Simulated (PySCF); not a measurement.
# Dipole moment and polarisability of `CC(=S)N(C)C`

C₄H₉NS.
Structure used (PBE0-D3(BJ)/def2-SVP), in Å, numbered top down from 1:
```
atom  x, y, z in Å
C1     1.8015   -0.3050   -0.3299
C2     0.6398    0.4774   -0.8827
S3     0.9092    1.7100   -1.9613
N4    -0.5823    0.1061   -0.4369
C5    -1.7918    0.7356   -0.9167
C6    -0.7645   -0.9991    0.4803
H7     2.7210    0.0373   -0.8138
H8     1.6841   -1.3872   -0.5022
H9     1.8995   -0.1532    0.7580
H10   -2.4453   -0.0073   -1.4036
H11   -1.5137    1.5103   -1.6422
H12   -2.3442    1.1968   -0.0814
H13   -1.7855   -0.9627    0.8812
H14   -0.6295   -1.9781   -0.0124
H15   -0.0715   -0.9435    1.3312
```

Level: CAM-B3LYP/def2-SVPD (PySCF), static field, nuclei fixed, core orbitals frozen in the response. The polarisability tensor in these axes (au):

```
x    89.94   7.04  -8.15
y     7.04  83.43 -18.80
z    -8.15 -18.80  77.81
```

**Question.** What are the eigenvalues, a third of the trace, and Δα (Δα² = ½Σ(αi − αj)² over the three pairs)?

**Answer.** Principal values 61.51, 83.16 and 106.51 au; mean 83.73 au = 12.41 Å³ = 13.80 × 10⁻⁴⁰ C²·m²/J; Δα = 38.97 au (47 % of the mean).

**Question.** What is the dipole moment, and where does it point?

**Answer.** (-2.10, -3.45, 3.12) D, 5.10 D in size, pointing from the negative to the positive side. Measured along this direction, the outermost atoms are S3 at the negative end and H13 at the positive end.

**Question.** In a dilute gas of rigid molecules at 273 K, how does the orientational term μ²/3kT compare with the electronic polarisability?

**Answer.** In Gaussian units μ²/3kT = 230.41 Å³ against 12.41 Å³, a ratio of 18.57; the Debye molar polarisation (4π/3)N_A(α + μ²/3kT) is 612.5 cm³/mol, leaving out the vibrational part.

**Question.** Form Σ f/ω² (atomic units) for the 6 lowest TDDFT singlets, given as eV and f, and set it beside the mean polarisability, which is this sum over all singlets: 3.48, 0.0001; 5.06, 0.2860; 5.65, 0.0409; 5.89, 0.0474; 6.28, 0.0148; 6.63, 0.0241.

**Answer.** They add up to 10.92 au, 13.0 % of the 83.73 au; the largest single term is 8.27 au, from the state at 5.06 eV. Terms in order: 0.00, 8.27, 0.95, 1.01, 0.28, 0.41 au. Higher excitations give the rest. The strengths listed sum to 0.413.

**Question.** Give the principal axes and the span of the nuclei along them.

**Answer.** Largest value along (0.54, 0.62, -0.56), where the nuclei span 4.73 Å; middle along (0.84, -0.45, 0.31), 4.54 Å; least along (0.06, 0.64, 0.77), 1.91 Å. The response follows the extents in order.

**Question.** Give the eigenvalues of the traceless quadrupole moment Θ = ½Σq(3rr − r²1), origin at the centre of nuclear charge.

**Answer.** -4.58, -0.82, 5.40 D·Å. The values depend on the origin, since the dipole doesn't vanish. The electronic extent ⟨r²⟩ about the same centre is 799 bohr², a root-mean-square distance of 2.00 Å for the 56 electrons.

**Question.** Rayleigh depolarisation ratio (linearly polarised light, static tensor)?

**Answer.** ρ = 3Δα²/(45ᾱ² + 4Δα²) = 4557.0/(315449 + 6076.0) = 0.0142.

One conformer (not necessarily the lowest) at the PBE0-D3(BJ)/def2-SVP geometry, without solvent, vibrations or thermal averaging.
